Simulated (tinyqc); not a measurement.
Ways to converge the cycle: SCF convergence aids in the sto-6g basis, for CH, spin multiplicity 4. Computed by the program tinyqc with PySCF. UHF with one setting changed at a time; a run stops when the energy changes by less than 1e-09 hartree and the error matrix is below 1e-5. The start is the Wolfsberg-Helmholz matrix. Damping d keeps d of the old density; a shift (hartree) raises the virtual levels; DIIS n extrapolates F over n matrices.

Geometry (angstrom):

| atom | x | y | z |
|---|---|---|---|
| C | 0.0000 | 0.0000 | 0.0000 |
| H | 0.0000 | 0.0000 | 1.8340 |

lowest solution found by these runs and by PySCF with stability checks = -38.051820 hartree

Largest element of the error matrix X^T (FDS - SDF) X:

| iteration | plain | damping 0.3 | damping 0.6 | shift 0.4 | DIIS 3 | DIIS 8 |
|---|---|---|---|---|---|---|
| 1 | 2.6e-01 | 2.6e-01 | 2.6e-01 | 2.6e-01 | 2.6e-01 | 2.6e-01 |
| 2 | 8.7e-02 | 9.0e-02 | 1.7e-01 | 1.8e-01 | 8.7e-02 | 8.7e-02 |
| 3 | 3.7e-02 | 5.2e-02 | 1.1e-01 | 9.1e-02 | 3.9e-02 | 3.9e-02 |
| 4 | 1.7e-02 | 3.6e-02 | 8.1e-02 | 5.3e-02 | 1.8e-02 | 1.8e-02 |
| 5 | 1.5e-02 | 2.5e-02 | 6.0e-02 | 3.4e-02 | 1.6e-02 | 1.8e-02 |
| 6 | 1.9e-02 | 1.7e-02 | 4.6e-02 | 2.2e-02 | 1.9e-02 | 1.5e-02 |
| 8 | 3.2e-02 | 1.6e-02 | 2.8e-02 | 9.4e-03 | 5.3e-04 | 3.1e-04 |
| 10 | 4.3e-02 | 2.3e-02 | 1.9e-02 | 3.8e-03 | 2.3e-05 | 1.6e-06 |
| 14 | 1.8e-02 | 4.1e-02 | 1.6e-02 | 1.8e-03 | 6.8e-06 | - |
| 20 | 3.0e-03 | 2.1e-02 | 2.9e-02 | 3.9e-03 | - | - |
| 30 | 3.9e-04 | 2.7e-03 | 3.8e-02 | 2.0e-02 | - | - |
| 45 | 1.8e-05 | 3.4e-04 | 4.7e-03 | 1.1e-02 | - | - |
| 60 | - | 4.3e-05 | 1.6e-03 | 1.3e-03 | - | - |

How each run ends:

| run | iterations | E (hartree) | state |
|---|---|---|---|
| plain | 49 | -38.05182 | lowest found |
| damping 0.3 | >60 | -38.05182 | falls steadily but slowly, by a factor of about 0.87 a step |
| damping 0.6 | >60 | -38.05178 | falls steadily but slowly, by a factor of about 0.93 a step |
| shift 0.4 | >60 | -38.05180 | falls steadily but slowly, by a factor of about 0.88 a step |
| DIIS 3 | 15 | -37.98194 | higher |
| DIIS 8 | 10 | -37.98194 | higher |

What does the comparison show, and why?

1 of 6 runs reach the lowest solution found, in 49 to 49 iterations (fastest: plain). Ending on a higher stationary point: DIIS 3, DIIS 8; a small error matrix cannot reveal that, and an occupation fixed by the start is kept by symmetry or by the shape of the basin. Not converged: damping 0.3, damping 0.6, shift 0.4. Plain steps already contract here, so damping only slows them. DIIS minimises the error, not the energy, so it can stall or settle near a saddle, and its small system turns near-singular when few rotations are active.
